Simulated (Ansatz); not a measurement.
The input, for Ansatz 0.2.0:

```yaml
crystal:
  periodic: [false, false, false]
  atoms:
    - {symbol: B, position_ang: [0.000000, -0.542119, 1.311636]}
    - {symbol: Si, position_ang: [0.000000, -0.137461, -0.752718]}
    - {symbol: C, position_ang: [0.000000, 0.754866, 0.750494]}
    - {symbol: H, position_ang: [0.000000, 0.649881, -2.037416]}
basis:
  gaussian: {orbitals: STO-3G, fitting: {mean_field: def2-universal-jkfit}}
magnetization: {spin_polarized: false, initial_magnetization: 2}
hamiltonian: {xc: {name: B3LYP}}
correlation: {method: bccd, electrons: valence}
```

```sh
$ ansatz run in.yaml --threads 1 --pin off --events-out ev --progress --plain --max-ram 2393MiB
```

Log:

```
296 factors; integrals over basis functions are off by at most 7.5e-3 eV
mean field evaluation 1: about -9482.5443 eV, gradient 2.9e1 eV
mean field evaluation 2: about -9482.5436 eV, gradient 2.9e1 eV
mean field evaluation 4: about -9486.5034 eV, gradient 3.1e0 eV
mean field evaluation 8: about -9486.5731 eV, gradient 9.8e-2 eV
mean field evaluation 16: about -9486.5732 eV, gradient 3.6e-6 eV
mean field -9486.57318264 eV, -348.6251342318 hartree, gradient 3.6e-6 eV, S^2 2.000000; 1 other end points of the search recorded, 0 dependent functions left out
mean field evaluation 32: about -9460.7291 eV, gradient 9.1e-1 eV
7 core orbitals not correlated: weight in the atoms' cores, before any rotation towards them, 0.999 or more for the frozen orbitals, at most 0.000 for the correlated occupied ones
reference -9460.15260478 eV, -347.6541959039 hartree; 7, 5 occupied and 6, 8 virtual orbitals, 296 factors
second order -4.45391121 eV of doubles, -0.28592875 eV of singles
cycle   1  -4.62437164 eV  change    1.2e-1 eV  update   9.9e-2
cycle   2  -4.86289499 eV  change   -2.4e-1 eV  update   4.2e-2
cycle   3  -4.98767523 eV  change   -1.2e-1 eV  update   2.3e-2
cycle   4  -5.00938560 eV  change   -2.2e-2 eV  update   9.8e-3
cycle   5  -5.01441190 eV  change   -5.0e-3 eV  update   5.0e-3
cycle   6  -5.01468793 eV  change   -2.8e-4 eV  update   1.8e-3
cycle   7  -5.01440045 eV  change    2.9e-4 eV  update   1.0e-3
cycle   8  -5.01466012 eV  change   -2.6e-4 eV  update   5.5e-4
cycle   9  -5.01459095 eV  change    6.9e-5 eV  update   2.8e-4
cycle  10  -5.01449676 eV  change    9.4e-5 eV  update   1.2e-4
cycle  11  -5.01451022 eV  change   -1.3e-5 eV  update   5.5e-5
cycle  12  -5.01448789 eV  change    2.2e-5 eV  update   2.8e-5
cycle  13  -5.01449513 eV  change   -7.2e-6 eV  update   1.4e-5
Total energy: -9465.16709991 eV, -347.8384752010 hartree
```

Ran on 1 thread of Arm Neoverse N1, shared host: 1.9 s wall, 0.08 GiB peak host memory.
